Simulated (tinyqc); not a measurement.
Worked calculation (part 2 of 2): RHF in the sto-6g basis, for H2O, spin multiplicity 1. Computed by tinyqc, a small Python program that keeps every step (integrals from PySCF). Command: `OMP_NUM_THREADS=1 python tinyqc.py 29722 29723 out.jsonl` (the two numbers bound the seeds that draw the settings). One thread of a shared host (Intel(R) Xeon(R) Processor @ 2.60GHz), about 0.2 s of CPU time with the checks.

Geometry (angstrom):
```
atom,x,y,z
O,0.00000,0.00000,0.00000
H,0.00000,0.95300,0.65600
H,0.00000,-0.96400,0.66300
```

## Populations, bond orders and dipole

D after iteration 11:
```
,1O 1s,1O 2s,1O 2px,1O 2py,1O 2pz,2H 1s,3H 1s
1O 1s,2.10631,-0.46021,0.00000,0.00044,0.09307,-0.01180,-0.01165
1O 2s,-0.46021,2.03151,0.00000,-0.00381,-0.53536,-0.05836,-0.05538
1O 2px,0.00000,0.00000,2.00000,0.00000,0.00000,0.00000,0.00000
1O 2py,0.00044,-0.00381,0.00000,0.72276,0.00095,0.54451,-0.54580
1O 2pz,0.09307,-0.53536,0.00000,0.00095,1.15650,0.53652,0.53869
2H 1s,-0.01180,-0.05836,0.00000,0.54451,0.53652,0.67930,-0.14057
3H 1s,-0.01165,-0.05538,0.00000,-0.54580,0.53869,-0.14057,0.68435
```

overlap S:
```
,1O 1s,1O 2s,1O 2px,1O 2py,1O 2pz,2H 1s,3H 1s
1O 1s,1.00000,0.23114,0.00000,0.00000,0.00000,0.03498,0.03395
1O 2s,0.23114,1.00000,0.00000,0.00000,0.00000,0.35619,0.34909
1O 2px,0.00000,0.00000,1.00000,0.00000,0.00000,0.00000,0.00000
1O 2py,0.00000,0.00000,0.00000,1.00000,0.00000,0.26221,-0.25818
1O 2pz,0.00000,0.00000,0.00000,0.00000,1.00000,0.18049,0.17756
2H 1s,0.03498,0.35619,0.00000,0.26221,0.18049,1.00000,0.13681
3H 1s,0.03395,0.34909,0.00000,-0.25818,0.17756,0.13681,1.00000
```

Mulliken: Z minus the diagonal of D S on the atom; Loewdin: the same with S^(1/2) D S^(1/2); Mayer order: 2 sum_s sum (D(s) S)_ij (D(s) S)_ji over the two atoms.

Charges (e):
```
atom,Mulliken,Loewdin
1O,-0.23957,-0.18057
2H,0.12153,0.09135
3H,0.11805,0.08922
```

Mayer bond orders:
```
pair,order
2-1,0.97238
3-1,0.97322
3-2,0.01285
```

dipole moment about the origin, x y z (debye): 0.00000  0.00840  1.45257
